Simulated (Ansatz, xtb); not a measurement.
**Relaxing a trial structure of CH4FN2−**

The starting geometry of this gas-phase singlet was built from a drawn formula by distance geometry and a force field; its bonds are those of `[NH-]NCF`.

```xyz
8

C    -1.0459    1.6406    2.6617
F    -1.5819    0.4178    2.6369
N     1.0403    2.7599    2.0950
N     0.2677    1.5381    1.9756
H     0.6288    3.4976    1.4702
H     0.8083    0.8301    2.5099
H    -0.9448    1.9386    3.6536
H    -1.6426    2.2521    2.0602
```

Task: Predict what becomes of its bonds when it is optimised with r2SCAN-D4/def2-SVPD.

Result: It keeps its bonds, and is `[NH-]NCF`.

The energy falls by 0.61 eV over 10 steps:

```csv
step,E − E(last) (eV)
1,0.610
2,0.225
3,0.069
4,0.068
5,0.004
6,0.001
7,0.001
8,0.000
9,0.000
10,0.000
```

Final geometry (Å):

```xyz
8

C    -0.9978    1.6245    2.6449
F    -1.6435    0.3139    2.6182
N     0.8328    2.9182    2.2345
N     0.2483    1.5943    1.9723
H     0.8724    3.3315    1.2926
H     0.8315    0.8911    2.4383
H    -0.9358    1.8774    3.7272
H    -1.6777    2.3239    2.1349
```

From the same start GFN2-xTB ends elsewhere, in pieces: CH4N2 + F.

The end wasn't checked by frequencies. Run with Ansatz 0.2.0, 19 s on 2 threads of Arm Neoverse V1, on a shared host.
